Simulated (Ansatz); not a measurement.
CH3BS, SMILES BC=S, a short molecular-dynamics run

Computed with Ansatz 0.2.0, Python API.

Notebook, run cell by cell (the value of a cell's last expression is shown):

**Cell 1**
```python
import ansatz as az
import numpy as np
```

**Cell 2**
```python
geometry_ang = [
    ("B", (-0.5838, -0.2446, -0.4434)),
    ("C", (0.5679, 0.2669, 0.4236)),
    ("S", (1.4552, -0.686, 0.9583)),
    ("H", (-0.7345, -1.3359, -0.6876)),
    ("H", (-1.3769, 0.5931, -0.9173)),
    ("H", (0.7142, 1.3424, 0.6202)),
]
geometry = az.Crystal.molecule()
for symbol, xyz in geometry_ang:
    geometry = geometry.atom(symbol, xyz)

setup = geometry.calculation()
setup = setup.basis(gaussian="6-31G*")
setup = setup.functional("blyp").md("nve", timestep=0.25, steps=20, temperature=800, initial_velocities="maxwell_boltzmann", seed=90)
frames = []
out = setup.session().plan().execute(on_event=lambda e: frames.append(e["data"]) if e["event"] == "md_step" else None)
print("t (fs)   E_pot (eV)      E_kin (eV)   T (K)   d(0-1) (A)")
for f in frames[::3]:
    xyz = np.array(f["positions_ang"])
    print(f"{f['time_fs']:6.2f} {f['lagrangian_ev']:14.5f} {f['e_kin_ev']:10.5f} {f['temperature_k']:8.1f} {np.linalg.norm(xyz[0] - xyz[1]):9.4f}")
kept = np.array([f["conserved_ev"] for f in frames])
print(f"conserved energy moves by at most {1000 * np.ptp(kept):.3f} meV")
```
Output:
```text
t (fs)   E_pot (eV)      E_kin (eV)   T (K)   d(0-1) (A)
  0.00   -12592.43765    0.41363    800.0    1.5296
  0.75   -12592.36414    0.34019    658.0    1.5301
  1.50   -12592.42271    0.39864    771.0    1.5282
  2.25   -12592.59631    0.57205   1106.4    1.5245
  3.00   -12592.85363    0.82906   1603.5    1.5196
  3.75   -12593.14837    1.12343   2172.8    1.5144
  4.50   -12593.42463    1.39942   2706.6    1.5099
conserved energy moves by at most 1.355 meV
```

Reading the output:
- Total energies depend on the basis set; only differences at equal settings carry meaning.
- The trajectory is only some femtoseconds long, so its temperature is not equilibrated; where the script doesn't relax first, it starts from a rough generated geometry.
- The temperature counts the internal degrees of freedom alone.
- Run time: 24 s on 1 thread of Arm Neoverse V1 (shared host), peak memory 0.17 GiB.
